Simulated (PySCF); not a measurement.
# H3NO, singlet: molecular constants

All numbers come from PBE0 in PySCF with N def2-TZVP, O def2-TZVP, H def2-TZVP; no relativity; density-fitted integrals.

The structure is a minimum.

```json
{
 "Point group": "C3v",
 "Bond lengths": "N–H 1.034 Å (×3), N–O 1.338 Å",
 "Bond angles": "H–N–H 105.2° (×3), H–N–O 113.4° (×3)",
 "Principal quadrupole moments (Buckingham, traceless) about the centre of mass": "-0.45, 0.22, 0.22 D Å",
 "Highest occupied level": "-5.99 eV",
 "Principal polarisabilities": "13.1, 13.1, 21.6 bohr³",
 "Rotational symmetry number": "3",
 "Atomisation energy without zero-point energy": "1380 kJ/mol",
 "Entropy at 298.15 K and 1 bar": "220.9 J/(mol K)",
 "Dipole moment": "5.31 D",
 "Heat capacity Cp at 298.15 K": "37.1 J/(mol K)",
 "Enthalpy at 298.15 K above 0 K": "10.12 kJ/mol",
 "Zero-point energy": "107.1 kJ/mol",
 "Rotational constants": "6.193, 0.9266, 0.9266 cm⁻¹",
 "Lowest empty level": "-0.03 eV"
}
```

Harmonic modes (masses in u: N 14.003, O 15.995, H 1.008):
```tsv
symmetry	ω (cm⁻¹)	IR (km/mol, summed over degenerate members)
a1	1030	86.4
e	1187	55.3
a1	1566	0.9
e	1650	18.2
a1	3212	115
e	3216	14.4
```

In C3v the vibrations span 3a1 + 3e.

Charges (e):
```
  atom  Mulliken  Löwdin  polar tensor  Mayer order to N1
    N1     -0.11   -0.01          0.49                  –
    O2     -0.63   -0.47         -0.64               1.19
H3,4,5      0.25    0.16          0.05               0.88
```

Mulliken populations on N1: s 3.40, p 3.58, d 0.13, f 0.01.

Outer orbital energies (eV). occupied: -29.42, -22.48, -15.78, -15.78, -11.87, -5.99, -5.99; empty: -0.03, 1.99, 1.99, 3.77.

Counting electrons, nitrogen keeps none of its valence electrons outside its bonds, so the VSEPR class is AX4 and the expected shape is tetrahedral; with unlike ligands the computed point group is C3v.

This need not be the most stable arrangement of these atoms.

The final relaxation and frequency run took 64 s on 2 threads of a shared Arm Neoverse V1 host, with 80 basis functions and 11 gradients; the process peaked at 1.1 GiB.
